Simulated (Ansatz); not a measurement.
Rutile TiO2, treated with HSE06 (PAW; Ansatz, a program for electronic structure).

Run with plane-wave cutoff 520 eV, 6×6×8 k mesh (along the axes of the cell as run), no spin polarisation, scalar-relativistic PAW data made under PBE.

Cell (relaxed at this level):

```xyz
6
Lattice="4.5810 0.0000 0.0000 0.0000 4.5810 0.0000 0.0000 0.0000 2.9439" Properties=species:S:1:pos:R:3 pbc="T T T"
Ti     0.0000     0.0000     0.0000
Ti     2.2905     2.2905     1.4720
O      1.3986     1.3986     0.0000
O      3.6891     0.8919     1.4720
O      0.8919     3.6891     1.4720
O      3.1824     3.1824     0.0000
```

Give the computed elastic constant C44, elastic constant C66, elastic constant C12, Voigt–Reuss–Hill bulk modulus, elastic constant C11, elastic constant C13 and elastic constant C33.


elastic constant C44: 133 GPa
elastic constant C66: 243 GPa
elastic constant C12: 195 GPa
Voigt–Reuss–Hill bulk modulus: 241 GPa
elastic constant C11: 302 GPa
elastic constant C13: 172 GPa
elastic constant C33: 541 GPa

Measured, for comparison: elastic constant C44 124 GPa, elastic constant C66 190 GPa, elastic constant C12 175 GPa, elastic constant C11 268 GPa, elastic constant C13 147 GPa, elastic constant C33 484 GPa (room temperature, no zero-point or thermal correction; as tabulated in Elasticity of TiO2 rutile to 1800 K). Computed (rounded) less measured: elastic constant C44 +7 %, elastic constant C66 +28 %, elastic constant C12 +11 %, elastic constant C11 +13 %, elastic constant C13 +17 %, elastic constant C33 +12 %. A static lattice is as a rule a little smaller and stiffer than an uncorrected measurement, which narrows the difference in the elastic constant C44 and would widen misses of the other sign.

Elastic constants are with the ions relaxed.
